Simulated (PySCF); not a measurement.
## Functional dependence of a UV spectrum

Compound: C2H3F.
Numbering: `[CH2:1]=[CH:2][F:3]` (hydrogens: H4, H5 on C1; H6 on C2)

Geometry (PBE0-D3(BJ)/def2-SVP, Å), atoms numbered from 1 in this order:
```xyz
6
C2H3F angstrom
C     -0.6782   -0.1325    0.0775
C      0.6078    0.1492   -0.0795
F      1.5229   -0.7793   -0.3387
H     -1.0457   -1.1581    0.0007
H     -1.3843    0.6715    0.2861
H      1.0406    1.1531   -0.0154
```

Linear-response calculations in the def2-SVPD basis (PySCF; singlets by full response, triplets Tamm–Dancoff, core orbitals frozen in the response; HF means time-dependent Hartree–Fock). 'Strongest' is the level of largest summed f among the singlets computed (10 roots, of which the last may lack a degenerate partner); it can jump between rows when another state enters that window. S1 is the lowest singlet of each run and needn't be the same state throughout; f(S1) is that of one state. Isolated species at its PBE0-D3(BJ)/def2-SVP geometry, gas phase.

```
functional                               kind  S1 (eV)  f(S1)  strongest (eV)  T1 (eV)  HOMO (eV)  gap (eV)  ionisation energy, ΔSCF (eV)
       LDA                                LDA     7.12  0.039            7.52     4.80      -6.71      5.58                         10.72
       PBE                                GGA     6.95  0.034            7.53     4.55      -6.52      5.63                         10.41
     B3LYP  global hybrid, 20% exact exchange     7.16  0.040            7.62     4.49      -7.55      7.42                         10.49
      PBE0  global hybrid, 25% exact exchange     7.42  0.043            7.73     4.41      -7.78      7.93                         10.42
 BHandHLYP  global hybrid, 50% exact exchange     7.53  0.049            7.77     4.31      -8.88     10.11                         10.31
 CAM-B3LYP             range-separated hybrid     7.40  0.044            7.66     4.41      -9.17     10.45                         10.50
   wB97X-D             range-separated hybrid     7.65  0.059            7.72     4.58      -9.68     11.70                         10.43
   LC-wPBE             range-separated hybrid     7.76  0.343            7.76     4.26     -10.57     13.10                         10.47
        HF                       Hartree–Fock     7.85  0.419            7.85     3.80     -10.50     13.33                   not settled
```

S1 runs from 6.95 eV (PBE) to 7.85 eV (HF), a spread of 0.90 eV, while the orbital gap spreads over 7.8 eV. Along PBE (0%), B3LYP (20%), PBE0 (25%), BHandHLYP (50%), HF (100%) S1 rises with the share of exact exchange. −ε(HOMO) comes closest to its own ΔSCF ionisation energy with LC-wPBE (+0.09 eV) and misses most with LDA (-4.01 eV). 'Not settled' means that the ion's SCF failed to converge or may have ended in another state than the lowest.
